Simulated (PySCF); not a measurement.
**Excitation energies in several basis sets**

Hydrogen peroxide, H2O2.
Atom-mapped SMILES: `[OH:1][OH:2]` (hydrogens: H3 on O1; H4 on O2)

Geometry (PBE0-D3(BJ)/def2-SVP, Å), atoms numbered from 1 in this order:
```
atom  x, y, z in Å
O1    -0.6674    0.1671    0.2204
O2     0.6665    0.2705   -0.2504
H3    -1.0658   -0.3762   -0.4730
H4     1.1499   -0.1518    0.4726
```

TDDFT with PBE0 (PySCF), vertical singlets, core orbitals frozen in the response, spherical d and f functions. Isolated species at its PBE0-D3(BJ)/def2-SVP geometry, gas phase.

Compare 6-31G*, def2-SVP, 6-31+G*, def2-SVPD, aug-cc-pVDZ, def2-TZVP, def2-TZVPD and aug-cc-pVTZ for this molecule.

```csv
basis,functions,diffuse,S1 (eV),S2 (eV),S3 (eV),S4 (eV),S5 (eV),LUMO (eV),α (au)
6-31G*,32,no,6.50,7.94,8.08,8.96,9.58,1.65,9.3
def2-SVP,38,no,6.52,7.50,8.06,8.61,9.08,1.47,9.2
6-31+G*,40,yes,6.23,7.65,7.75,8.85,9.17,0.58,11.9
def2-SVPD,62,yes,6.26,7.02,7.71,8.17,8.43,0.32,14.5
aug-cc-pVDZ,64,yes,6.08,6.43,7.54,7.58,7.81,-0.20,14.4
def2-TZVP,74,no,6.33,7.17,7.83,8.33,8.70,0.82,11.6
def2-TZVPD,98,yes,6.14,6.74,7.60,7.86,8.12,0.19,14.9
aug-cc-pVTZ,138,yes,6.13,6.44,7.57,7.58,7.80,-0.22,14.8
```

States are compared by their number. Against the largest diffuse basis here (aug-cc-pVTZ, itself not a converged limit), sets without diffuse functions differ by up to 0.39 eV in S1 and 1.78 eV in S5; the smaller diffuse sets differ by up to 0.13 and 1.37 eV. State by state, the largest deviation of a set without diffuse functions is S1 0.39, S2 1.49, S3 0.51, S4 1.38, S5 1.78 eV. The same number needn't mean the same state in each row. Against aug-cc-pVTZ the polarisability deviates by -37% in 6-31G*, -38% in def2-SVP, -20% in 6-31+G*, -2% in def2-SVPD, -3% in aug-cc-pVDZ, -22% in def2-TZVP, 0% in def2-TZVPD. A single + in a Pople set puts diffuse functions on heavy atoms only.
